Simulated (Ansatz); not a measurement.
## HPB⁺, triplet: the ladder up to UCCSDTQ

Geometry: that of the HPB, quartet, kept fixed.

```yaml
atoms:
  - { symbol: B, position_ang: [0.0000, 0.0866, 1.3928] }
  - { symbol: P, position_ang: [0.0000, -0.0729, -0.4582] }
  - { symbol: H, position_ang: [0.0000, 1.3116, -0.8601] }
```

Basis cc-pVDZ; Ansatz 0.2.0. Only valence electrons are correlated (noble-gas cores frozen), which leaves 8 electrons in 31 orbitals. R marks a restricted (for open shells ROHF) determinant, U an unrestricted one. Active spaces: valence = (8e, 9o) chosen from the atoms' valence shells.

Full CI isn't at hand for all of this; UCCSDTQ serves as the reference, and is uncertain by the last step of the cluster series or more. The frozen core follows each run's orbitals, which can shift R against U totals by a few meV.

For open shells CISD is restricted-active-space CI with the open shells as a complete middle space.

The UHF ⟨S²⟩ is 2.013. The T1 diagnostic (RCCSD) is 0.0393 and the largest doubles amplitude (RCCSD) is 0.063. The T1 diagnostic (UCCSD) is 0.0338.

```json
{"level": "RHF", "E − E(UCCSDTQ) (meV)": "4816", "share of correlation (%)": "0.00", "wall time": "–"}
{"level": "UHF", "E − E(UCCSDTQ) (meV)": "4714", "share of correlation (%)": "2.12", "wall time": "–"}
{"level": "RMP2", "E − E(UCCSDTQ) (meV)": "1161", "share of correlation (%)": "75.90", "wall time": "–"}
{"level": "UMP2", "E − E(UCCSDTQ) (meV)": "1163", "share of correlation (%)": "75.85", "wall time": "–"}
{"level": "CISD", "E − E(UCCSDTQ) (meV)": "511", "share of correlation (%)": "89.39", "wall time": "0.76 s"}
{"level": "RCCSD", "E − E(UCCSDTQ) (meV)": "259", "share of correlation (%)": "94.62", "wall time": "–"}
{"level": "UCCSD", "E − E(UCCSDTQ) (meV)": "253", "share of correlation (%)": "94.74", "wall time": "–"}
{"level": "RCCSD(T)", "E − E(UCCSDTQ) (meV)": "61", "share of correlation (%)": "98.73", "wall time": "1.4 s"}
{"level": "UCCSD(T)", "E − E(UCCSDTQ) (meV)": "60", "share of correlation (%)": "98.76", "wall time": "1.5 s"}
{"level": "BCCD(T)", "E − E(UCCSDTQ) (meV)": "62", "share of correlation (%)": "98.72", "wall time": "1.5 s"}
{"level": "RCCSDT", "E − E(UCCSDTQ) (meV)": "14", "share of correlation (%)": "99.71", "wall time": "–"}
{"level": "UCCSDT", "E − E(UCCSDTQ) (meV)": "13", "share of correlation (%)": "99.73", "wall time": "–"}
{"level": "RCCSDT(Q)", "E − E(UCCSDTQ) (meV)": "2", "share of correlation (%)": "99.97", "wall time": "8.5 s"}
{"level": "UCCSDT(Q)", "E − E(UCCSDTQ) (meV)": "-1", "share of correlation (%)": "100.03", "wall time": "7.5 s"}
{"level": "RCCSDTQ", "E − E(UCCSDTQ) (meV)": "0", "share of correlation (%)": "99.99", "wall time": "29 s (H100)"}
{"level": "CASSCF (valence space)", "E − E(UCCSDTQ) (meV)": "2669", "share of correlation (%)": "44.60", "wall time": "–"}
{"level": "NEVPT2 (valence space)", "E − E(UCCSDTQ) (meV)": "646", "share of correlation (%)": "86.58", "wall time": "2.6 s"}
{"level": "MRCISD (valence space)", "E − E(UCCSDTQ) (meV)": "162", "share of correlation (%)": "96.63", "wall time": "–"}
{"level": "MRCISD+Q (valence space)", "E − E(UCCSDTQ) (meV)": "30", "share of correlation (%)": "99.38", "wall time": "3.9 s"}
{"level": "MRCISD+Q(relaxed) (valence space)", "E − E(UCCSDTQ) (meV)": "-15", "share of correlation (%)": "100.30", "wall time": "5.5 s"}
```

The correlation energy at UCCSDTQ, counted from RHF, is -4.816 eV. That run took 20 s on 2 threads of AMD EPYC 7R13 with a shared H100 80 GB, shared host.

Times hold each run's SCF and search for its determinant on a shared host, so for small cases they say little of a method's own cost; rows without a card ran on 1 thread of AMD EPYC 7R13.

Natural occupations of CASSCF (valence space) about the gap: 1.983 1.957 1.925 1.001 0.986 0.053 0.043 0.026 0.025; effectively unpaired electrons, Σ n²(2−n)², 2.05.
